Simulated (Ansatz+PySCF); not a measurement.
Values are calculated unless marked as measured or tabulated.
Input for PySCF 2.14.0:

```python
from pyscf import gto, scf, cc

mol = gto.M(atom="""
Si 0.000000 0.000000 0.000000
H 1.800970 0.000000 1.511190
H -2.142430 0.000000 1.797710
""", basis='6-31g', charge=0, spin=0)
mf = scf.UHF(mol)
mf.kernel()
mycc = cc.CCSD(mf, frozen=5).run()
et = mycc.ccsd_t()
print(mf.e_tot, mycc.e_corr, et, mycc.e_tot + et)
```

The script is written out from the run's settings.

The run gave:

```json
{
 "Converged": "yes",
 "Reference energy": "-289.77991 hartree",
 "CCSD correlation energy": "-0.13024 hartree",
 "Triples correction": "-0.00267 hartree",
 "Total energy": "-289.91281 hartree",
 "Spin squared of the determinant": "0.000"
}
```

The reference isn't the lowest determinant (another lies 1.75 eV lower), but the same method gives a higher total on the lower determinant. Caution: large amplitudes, a single reference is doubtful.
